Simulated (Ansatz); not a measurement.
B2H4 (`BB`). The species carries charge 0 and has multiplicity 1.

```xyz
6

B     0.266   -0.429    0.638
B    -0.268    0.428   -0.638
H    -0.477   -0.855    1.479
H     1.431   -0.675    0.798
H    -0.585   -0.094   -1.671
H    -0.367    1.625   -0.606
```

Problem. List the harmonic frequencies (cm⁻¹, unscaled) at PBE0-D4/def2-TZVP in Ansatz. (Estimate.)

Solution. Computed: 375, 375, 570, 877, 983, 983, 1119, 1190, 2553, 2574, 2626, 2626.

Problem. Is this a minimum?

Solution. Yes, all 12 modes are real.

Problem. Give the ideal-gas thermochemistry at 298.15 K and 1 bar (rigid rotor, harmonic oscillator; point group D2d, symmetry number 4).

Solution. Zero-point energy 100.8 kJ/mol; H(298) − E = 113.4 kJ/mol; entropy 231.9 J/(mol·K), of which translation 149.3, rotation 69.7, vibration 12.9; G(298) − E = 44.3 kJ/mol.

Problem. And at 400, 500, 600, 800 and 1000 K?

Solution. 
| T (K) | H − E (kJ/mol) | S (J/mol/K) | G − E (kJ/mol) |
| --- | --- | --- | --- |
| 400 | 119.9 | 250.5 | 19.7 |
| 500 | 127.2 | 266.7 | -6.2 |
| 600 | 135.3 | 281.4 | -33.6 |
| 800 | 153.3 | 307.2 | -92.5 |
| 1000 | 173.2 | 329.4 | -156.3 |

Problem. Rotational constants (cm⁻¹)?

Solution. 4.044, 0.6768, 0.6768.
